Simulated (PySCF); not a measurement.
Below is a simulated gas-phase C 1s photoelectron spectrum of `C=CCC#N`.

Every computed line was given a Gaussian of 0.8 eV full width at half maximum and an area set by the number of equivalent atoms; the highest printed point is 100. The calculation used delta-SCF UKS SCAN, pcX-2 on the ionised atom, pcseg-1 elsewhere, spin-free X2C in PySCF 2.14.0.

(binding energy (eV), intensity): (289.8, 0), (289.9, 0), (290.0, 1), (290.1, 2), (290.2, 4), (290.3, 8), (290.4, 14), (290.5, 22), (290.6, 33), (290.7, 45), (290.8, 58), (290.9, 70), (291.0, 80), (291.1, 85), (291.2, 87), (291.3, 84), (291.4, 78), (291.5, 69), (291.6, 59), (291.7, 50), (291.8, 45), (291.9, 45), (292.0, 50), (292.1, 61), (292.2, 74), (292.3, 87), (292.4, 97), (292.5, 100), (292.6, 96), (292.7, 86), (292.8, 72), (292.9, 55), (293.0, 39), (293.1, 26), (293.2, 16), (293.3, 9), (293.4, 5), (293.5, 2), (293.6, 1), (293.7, 0), (293.8, 0)

**Question.** Count the maxima, the lines and the sites behind this envelope.

**Answer.** The curve has 2 maxima (at 291.2 and 292.5 eV). Under it lie 4 lines from 4 inequivalent carbon sites. At this width some lines have no maximum of their own.

**Question.** Decompose the envelope and assign each component. Numbering: `[CH2:1]=[CH:2][CH2:3][C:4]#[N:5]`.

**Answer.** 
| position (eV) | relative area | line | atoms | environment |
| --- | --- | --- | --- | --- |
| 290.97 | 1 | C 1s | C1 | terminal =CH2 carbon |
| 291.40 | 1 | C 1s | C2 | alkene CH carbon |
| 292.38 | 1 | C 1s | C4 | nitrile carbon |
| 292.63 | 1 | C 1s | C3 | sp3 carbon next to a nitrile |

**Question.** What are the centre and the root-mean-square width of the whole band?

**Answer.** The area-weighted mean of the lines is 291.84 eV. Their own spread about it is 0.68 eV (rms) and each Gaussian has σ = 0.8/2.355 = 0.34 eV; the variances add, which gives 0.76 eV.

The listed C 1s values span 1.66 eV, from C1 (bonded to C (double bond) and 2 H) to C3 (bonded to 2 C and 2 H).

No satellites, vibrations or lifetime broadening are included. Geometry: PBE0-D3(BJ)/def2-SVP, one conformer, isolated molecule.

On one thread, AMD EPYC 9B45 (x86_64), on a shared host, this took 14 s wall and 0.42 GiB of memory at its peak.

Conformer computed: `[CH2:1]=[CH:2][CH2:3][C:4]#[N:5]`: C1–C2–C3–C4 -121°.
